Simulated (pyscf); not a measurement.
**Routes from AsH₃ (SMILES [AsH3]) + H₂O (SMILES O)**

Candidate steps break at most two bonds and form at most two. Each was searched with GFN2-xTB (tblite) first. Structures and frequencies: ωB97X-D3(BJ)/def2-SVP in PySCF. Energies: ωB97M-D3(BJ)/def2-TZVP, kcal/mol, from the separated reactants, singlet surface; ΔG‡ with ideal gas, 1 atm, RRHO with modes under 100 cm⁻¹ raised to 100, one conformer, R ln 2 for chiral ones without a mode under 150 cm⁻¹.

| products | type | ΔE‡ | ΔE | ΔG‡ 298 K | ΔG‡ 900 K | ν‡ (cm⁻¹) |
|---|---|---|---|---|---|---|
| AsH₃ + H₂O | four-centre exchange | 51.3 | 0.0 | 58.8 | 75.1 | 1225i |
| HO–AsH₂ + H₂ | four-centre exchange | 61.1 | +12.2 | 68.0 | 86.9 | 1351i |

Plain bond fissions and candidates not yet searched are not listed, and one of them may be faster. Each barrier is that of the saddle found; lower ones may exist. Elements up to Kr have no core potential and no relativistic terms here.
